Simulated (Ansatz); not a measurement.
# BNH₂+ (quartet): from Hartree-Fock to the top rungs, def2-TZVPP

An exercise on one series of results from a longer session: the logs are not shown, and one member is left open.

Method: def2-TZVPP, core rule «outside noble gas», up to 2 orbitals frozen; program: Ansatz 0.2.0, Gaussian basis.

To be run: UHF; ROHF; CCSD(T) on UHF.

2 further runs of the same task are left out: 2 set aside as unsound or not needed.

## The system

The geometry is a PBE0/def2-TZVP stationary point (not a proven minimum) of the parent state, kept for this charge and spin.

4 atoms, charge 1, spin multiplicity 4.

Atoms are counted from 1 here; the program's logs count them from 0.

Bond lengths: B1–N2 1.367 Å, N2–H3 1.012 Å, N2–H4 1.012 Å. Angles: B1–N2–H3 123.8°, B1–N2–H4 123.8°, H3–N2–H4 112.4°.

Set-up of the first run:

Contents of in.yaml:

```yaml
crystal:
  periodic: [false, false, false]
  atoms:
    - {symbol: B, position_ang: [0.000000, 0.000000, 0.858848]}
    - {symbol: N, position_ang: [0.000000, 0.000000, -0.508608]}
    - {symbol: H, position_ang: [0.000000, -0.840950, -1.072031]}
    - {symbol: H, position_ang: [0.000000, 0.840950, -1.072031]}
basis:
  gaussian: {orbitals: def2-TZVPP}
total_charge: 1
magnetization: {spin_polarized: true, initial_magnetization: 3}
hamiltonian: {xc: hf}
output: {orbitals: {seedname: orbitals}}
```

The run is started by

```sh
$ ansatz run in.yaml --threads 1 --pin off --events-out ev --progress --plain --max-ram 2816MiB --backend cpu
```

Among the steps run: UHF; ROHF; CCSD(T) on UHF.

One table of the session follows, with a row left open; its other results are not shown here.

```
  method  from UCCSD(T) (meV)
    ROHF              +6262.4
     UHF                    ?
    UMP2               +766.1
   UCCSD               +164.0
UCCSD(T)                    0
```

Estimate the missing values for UHF.

The run gave: from UCCSD(T) (meV): +6153.9. In the column «from UCCSD(T) (meV)» it lies between UMP2 (+766.1) and ROHF (+6262.4).
